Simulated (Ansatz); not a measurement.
# Hafnium, hcp: convergence with Methfessel-Paxton smearing

Computed with Ansatz, LDA, scalar-relativistic PAW, on the relaxed cell (a = 3.118 Å, c = 4.948 Å (c/a = 1.587); spin not included). Errors count from a run at 420 eV on a Γ-centred 19×19×11 mesh with Fermi-Dirac smearing of 0.1 eV, extrapolated to zero width. Fixed here: cutoff 420 eV, mesh 12×12×7. The SCF starts from atomic densities corrected by a trained network.

```csv
width (eV),E(σ→0) error (meV/atom),F error (meV/atom),P (GPa),SCF iterations
0.01,1.3,1.3,0.18,6
0.03,1.2,1.2,0.14,6
0.1,1.2,1.0,0.05,6
0.2,0.7,0.9,0.01,6
0.3,0.8,1.3,-0.05,6
0.6,2.5,9.5,-0.27,6
1.0,18.9,29.4,-0.32,6
```
